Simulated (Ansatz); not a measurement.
in.yaml

```yaml
crystal:
  periodic: [false, false, false]
  atoms:
    - {symbol: Al, position_ang: [0.000555, -0.146147, 1.315164]}
    - {symbol: Al, position_ang: [-0.000278, 0.144719, -1.312767]}
    - {symbol: H, position_ang: [0.047686, 1.194423, 2.235525]}
    - {symbol: H, position_ang: [-0.055091, -1.156188, -2.299705]}
basis:
  gaussian: {orbitals: STO-3G}
correlation: {method: sc_nevpt2, electrons: outside_noble_gas, active_space: {window: {electrons: 6, orbitals: 3}}}
```

```sh
$ ansatz run in.yaml --threads 1 --pin off --events-out ev --progress --plain --max-ram 2393MiB
```

(1) Roughly how long does this take on 1 thread of Intel Xeon, shared host, and how much host memory?

```
209 factors; integrals over basis functions are off by at most 1.5e-4 eV
mean field evaluation 1: about -13033.3554 eV, gradient 1.5e1 eV
mean field evaluation 2: about -13033.3654 eV, gradient 1.5e1 eV
mean field evaluation 4: about -13034.6987 eV, gradient 6.3e-1 eV
mean field evaluation 8: about -13034.7008 eV, gradient 2.1e-6 eV
mean field -13034.70079746 eV, -479.0164190693 hartree, gradient 1.0e-6 eV, S^2 0.000000; 0 other end points of the search recorded, 0 dependent functions left out; unrestricted orbitals would lower it
reference -13034.70079746 eV, -479.0164190693 hartree; 14, 14 occupied and 6, 6 virtual orbitals, 209 factors
state -13034.70079746 eV, -479.0164190693 hartree
state -13034.70079746 eV, -479.0164190693 hartree; corrected -13035.99981042 eV, -479.0641569148 hartree
WARN: 3 active orbitals are nearly empty or full. The corrections depend on them more than the energy does, and are more stable in an active space without them
Total energy: -13035.99981042 eV, -479.0641569148 hartree
```

Natural occupations: 2.0000 2.0000 2.0000.

Answers

(1) 0.49 s wall and 0.24 GiB.
